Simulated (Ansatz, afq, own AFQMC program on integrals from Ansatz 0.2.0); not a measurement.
CH₃, doublet: AFQMC among the cluster methods

```xyz
4

C     0.0326   -0.0547    0.0002
H     1.1125   -0.0407   -0.0002
H    -1.0052    1.6900   -0.0050
H    -0.4953   -0.9970    0.0032
```

Basis 6-31G. Noble-gas cores (and the filled d shells of Ga–Kr and In–Xe) are frozen. Ansatz 0.2.0 and our own AFQMC program on the same integrals; the CISD trial comes from CCSD amplitudes, and released means the phaseless constraint is let go. Error bars are statistical, one sigma.

Determinant: UHF, the one that the program's search chose, which needn't be the lowest solution. The geometry is a point of a scan.

Full CI on the same integrals is exact in this basis and with this determinant's frozen core.

Cautions: strong correlation (T1 0.079, weight of the determinant 0.77, largest double 0.30); unrestricted determinant spin contaminated (⟨S²⟩ 1.49 against 0.75).

- T1 diagnostic: 0.0788
- weight of the determinant in the CISD state: 0.769
- ⟨S²⟩ of the determinant: 1.492
- size of the correlated space: 7 electrons in 14 orbitals

Reference: full CI, correlation energy -2.542 eV. The released energy is read at 2.40 1/Eh (meV from the phaseless value at times in 1/Eh: -2.6 ± 2.4 at 0.24, -5.7 ± 2.0 at 0.51, -5.3 ± 2.1 at 0.99, -6.8 ± 2.2 at 1.62, -5.5 ± 2.4 at 2.40). The cautions show a poor starting determinant, so the rows tell how each method copes with it here, and full CI is the sure value.

```
         level  E − E(reference) (meV)  share of correlation (%)
            HF                  2541.8                      0.00
           MP2                   960.8                     62.20
          CCSD                   115.8                     95.44
       CCSD(T)                    45.9                     98.20
         CCSDT                     5.6                     99.78
      CCSDT(Q)                    -0.2                    100.01
        CCSDTQ                     0.4                     99.98
 ph-AFQMC/CISD               7.3 ± 2.5                     99.71
released AFQMC               1.8 ± 2.4                     99.93
```

CCSDT and higher add their correlation energy to the determinant of the CCSD(T) run, since their own runs factorise the integrals more tightly (a shift of under 2 meV). A walk keeps the symmetry of its determinant, which the program's search chose and which needn't be the lowest solution, so a lower state of the same spin and another symmetry isn't excluded. Released energies are given only where the last usable release times agree within the noise; a slower fall can still hide under it.
